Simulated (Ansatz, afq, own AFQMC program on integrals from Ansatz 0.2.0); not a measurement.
Two steps: Ansatz 0.2.0 writes the Fock matrix and Cholesky factors of the valence space, and afq projects on them the lowest state that overlaps trial and start.

```yaml
crystal:
  periodic: [false, false, false]
  atoms:
    - {symbol: Cl, position_ang: [0.000000, 0.000000, 0.000000]}
basis:
  gaussian: {orbitals: cc-pVQZ}
magnetization: {spin_polarized: true, initial_magnetization: 1}
correlation: {method: ccsd_t, electrons: outside_noble_gas, hamiltonian_folder: ham}
```

```sh
$ ansatz run in.yaml --threads 1 --pin off --events-out ev --progress --plain --max-ram 16896MiB --backend cuda --devices 0, --max-vram 18GiB
```

afq runs on the folder ham with

```
--method free --trial cisd --walkers 3800 --time-step 0.03 --max-blocks 4000 --target-error 0.00032 --factor-cut 1e-05 --seed 4133 --times 0,0.3,0.6,1.2,1.8,2.4,3.6,4.8,6 --taylor-order 8
```

Times are imaginary, in 1/Eh. The walk had a cap of 121 s.

Output of the walk:

```
orbitals 54  electrons 4 3  factors 353 of 354
reference energy -459.48909458 Eh
CCSD correlation -0.19707753 Eh in 7 cycles, weight of the determinant in the CISD state 0.9281
repeat  energy at the last time / Eh  error
    10  -459.694522  0.000275
    20  -459.694166  0.000192
    30  -459.694165  0.000158
time / (1/Eh)  energy / Eh  error  mean overlap
  0.00  -459.686189  0.000014  1.0777
  0.30  -459.691889  0.000034  1.0761
  0.60  -459.693288  0.000036  1.0775
  1.20  -459.694116  0.000044  1.0745
  1.80  -459.694229  0.000057  1.0738
  2.40  -459.694421  0.000050  1.0666
  3.60  -459.694282  0.000077  1.0709
  4.80  -459.694376  0.000102  1.0719
  6.00  -459.694152  0.000152  1.0863
energy -459.694152 +/- 0.000152 Eh
```

The run passed its tests (error under three times the target), which doesn't prove that it has relaxed.

Against this walk (error 4.1 meV) on the same determinant: CCSD(T) 22.9 meV higher, CCSDT(Q) 2.6 meV lower (within the noise). The error is statistical, and a free projection of finite length keeps a remainder of its start. The last points scatter (meV from the last: -2.1 ± 1.6 at 1.80, -7.3 ± 1.4 at 2.40, -3.5 ± 2.1 at 3.60, -6 ± 3 at 4.80, 0 ± 4 at 6.00); the last is the one printed as the energy, and the gaps above move with that scatter.

Cautions: remainder of the start not in the error.

The walk took 120 s on 1 × NVIDIA H100 80GB HBM3 with 2 threads of AMD EPYC 7R13 Processor (Zen 3) (shared host) (the card was shared). The log's last line is the free-projection energy.

CCSDT and higher add their correlation energy to the determinant of the CCSD(T) run, since their own runs factorise the integrals more tightly (a shift of under 2 meV). A walk keeps the symmetry of its determinant, which the program's search chose and which needn't be the lowest solution, so a lower state of the same spin and another symmetry isn't excluded.
